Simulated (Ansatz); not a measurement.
Saddle point of SiH₅O, doublet (SiH₄O ([OH][SiH3]) + H → SiH₃O ([O][SiH3]) + H₂; bonds formed: H1–H4; bonds broken: H1–O2), PBE0-D4/def2-TZVP structure:

H1  (-0.775, -1.218, -0.938)
O2  (-0.298, -1.014, 0.383)
Si3  (0.358, 0.511, 0.502)
H4  (-0.961, -1.102, -1.720)
H5  (-0.640, 1.582, 0.246)
H6  (0.793, 0.539, 1.925)
H7  (1.523, 0.703, -0.398)
(Å)

Energies are electronic, without zero-point energy. Barriers and step energies count from the start structure reached by relaxing down the imaginary mode; all methods use the PBE0-D4 structures, on which another method's saddle can fall below an end. Program: Ansatz 0.2.0. Basis: def2-TZVPP, with def2-QZVPP for the basis limit. Cores are frozen in the correlated methods; orbitals are unrestricted. B3LYP uses VWN-RPA correlation. Extrapolation: Hartree–Fock as exp(−7.88 √X), correlation as X^−2.97.

| method | barrier (kcal/mol) | step energy (kcal/mol) |
| --- | --- | --- |
| SPW92 | 12.53 | 20.49 |
| PBE-D4 | 13.34 | 14.13 |
| BLYP-D4 | 9.44 | 8.54 |
| r2SCAN-D4 | ? | 11.89 |
| B97M-V | 15.04 | 11.43 |
| PBE0-D4 | ? | 15.51 |
| B3LYP-D4 | 13.43 | 10.59 |
| r2SCAN0-D4 | 16.28 | 12.35 |
| BHLYP-D4 | ? | 9.98 |
| CAM-B3LYP-D4 | 16.54 | 13.36 |
| wB97X-V | 18.91 | 14.21 |
| wB97M-V | 19.20 | 14.40 |
| B2PLYP | 19.06 | 14.75 |
| PBE-QIDH | 24.04 | 18.77 |
| RPA on PBE | 18.41 | 11.67 |
| HF | 23.65 | 7.14 |
| MP2 | 32.49 | 25.52 |
| CCSD | 21.52 | 14.12 |
| CCSD(T) | 21.52 | 15.35 |

**Question.** Fill in the withheld barriers. (To be estimated.)

**Answer.** By the calculation: PBE0-D4 17.88; BHLYP-D4 16.76; r2SCAN-D4 13.36 kcal/mol. Each is the energy of the saddle less that of the start structure, by the same method.

For comparison, the barrier by CCSD(T) at an estimated basis limit (MP2 extrapolated from triple and quadruple zeta, plus CCSD(T) − MP2 in triple zeta) is 22.75 kcal/mol.

No T1 diagnostic of these runs exceeds 0.025. ⟨S²⟩ of the unrestricted Hartree–Fock references: 0.75 to 0.78 (a pure state has 0.75).

Radical steps of this kind take place in plasma deposition and etching.

Labels in which every atom is bracketed show which atoms are joined, not bond orders.

For scale, one of the runs: CCSD(T)/def2-TZVPP, 143 basis functions, launched by `ansatz run in.yaml --threads 2 --pin off --events-out ev --progress --plain --max-ram 4352MiB`. The run took 27 s on 2 CPU threads of an Intel Xeon Platinum 8488C (shared host), with 1.9 GiB of host memory at its peak.
